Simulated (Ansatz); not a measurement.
**NaCl (singlet): wave-function methods side by side, cc-pVTZ**

How much of the correlation energy of NaCl (singlet) does each wave-function method recover here?

Computed with Ansatz 0.2.0, Gaussian basis. Level: cc-pVTZ, core rule «outside noble gas», up to 10 orbitals frozen.

To be run: UHF; CCSD(T) on RHF; BCCD(T) on RHF; CISD; CCSDT(Q) on RHF; CCSDTQ on RHF.

19 further runs of the same task are left out: 10 for a known fault of the program, 9 set aside as unsound or not needed.

## 1. What is computed

The geometry is an MP2(full)/6-31G* stationary point (not a proven minimum).

2 atoms, charge 0, spin multiplicity 1.

Atoms are counted from 1 here; the program's logs count them from 0.

Bond lengths: Na1–Cl2 2.391 Å.

## 2. UHF

Input file in.yaml:

```yaml
crystal:
  periodic: [false, false, false]
  atoms:
    - {symbol: Na, position_ang: [0.000000, 0.000000, 0.000000]}
    - {symbol: Cl, position_ang: [0.000000, 0.000000, 2.390970]}
basis:
  gaussian: {orbitals: cc-pVTZ}
magnetization: {spin_polarized: true, initial_magnetization: 0}
hamiltonian: {xc: hf}
output: {orbitals: {seedname: orbitals}}
```

Command:

```
$ ansatz run in.yaml --threads 1 --pin off --events-out ev --progress --plain --max-ram 4096MiB --backend cpu
```

The runs that follow: CCSD(T) on RHF; BCCD(T) on RHF; CISD; CCSDT(Q) on RHF; CCSDTQ on RHF.

Q: Predict the results of all the runs planned. Wanted: RCCSDTQ below the RHF energy; RMP2 from RCCSDTQ; RCCSD from RCCSDTQ; RCCSD(T) from RCCSDTQ; RCCSDT(Q) from RCCSDTQ; T1 diagnostic.

**Answer**, as computed:

| quantity | value |
| --- | --- |
| RCCSDTQ below the RHF energy | -6.1406 eV |
| RMP2 from RCCSDTQ | +15.55 kcal/mol |
| RCCSD from RCCSDTQ | +5.57 kcal/mol |
| RCCSD(T) from RCCSDTQ | +0.47 kcal/mol |
| RCCSDT(Q) from RCCSDTQ | 0.00 kcal/mol |
| levels within 1 kcal/mol (43 meV) | RCCSD(T), BCCD(T), RCCSDT, RCCSDT(Q) |
| T1 diagnostic | 0.006 |

**Reading.** RCCSD(T) misses by +0.47 kcal/mol, 0.3 % of the correlation energy. These misses are within one basis, not against nature.
